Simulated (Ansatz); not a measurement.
Process, species as SMILES: O (H2O) → [OH-] + H+
B3LYP-D3(BJ)/def2-TZVP geometries, fixed; electronic energies without zero-point terms.
Largest species:
```xyz
3

O      0.0070     0.0013     0.1167
H     -0.0500     0.7593    -0.4742
H     -0.0062    -0.7700    -0.4592
```
Charge 0, spin multiplicity 1.

Basis-set convergence of the deprotonation energy at MP2 with Ansatz (an electronic-structure program). Cartesian d functions, on some or all atoms, in 6-31+G*; all else is spherical. Cores are frozen. No added dispersion term, no relativity. Functions are those of the species that has most. Reference: Hartree-Fock in aug-cc-pVQZ plus the correlation part extrapolated as X^-3 from aug-cc-pVTZ and aug-cc-pVQZ, 393.24 kcal/mol, itself unsure by roughly 0.18 kcal/mol (a third of the extrapolation step and of the last Hartree-Fock step). Deviations are taken from unrounded values.

| basis | functions | deprotonation energy (kcal/mol) | minus reference (kcal/mol) |
|---|---|---|---|
| 6-31+G* | 23 | 389.89 | -3.35 |
| cc-pVDZ | 24 | 441.03 | 47.79 |
| 6-311+G** | 34 | 398.24 | 5.00 |
| aug-pcseg-1 | 41 | 390.55 | -2.69 |
| 6-311++G(2d,2p) | 47 | 396.74 | 3.50 |
| cc-pVTZ | 58 | 421.07 | 27.83 |
| 6-311++G(3df,3pd) | 75 | 396.59 | 3.35 |
| aug-pcseg-2 | 92 | 393.53 | 0.29 |
| cc-pVQZ | 115 | 410.01 | 16.77 |
| aug-pcseg-3 | 183 | 393.94 | 0.70 |
| cc-pV5Z | 201 | 400.63 | 7.39 |

The smallest set listed that lies within 2 kcal/mol of the reference with all its larger relatives (same family, alike in diffuse functions; a set with none counts only in the reference's own line) is aug-pcseg-2 (92 functions, 0.29 kcal/mol off).
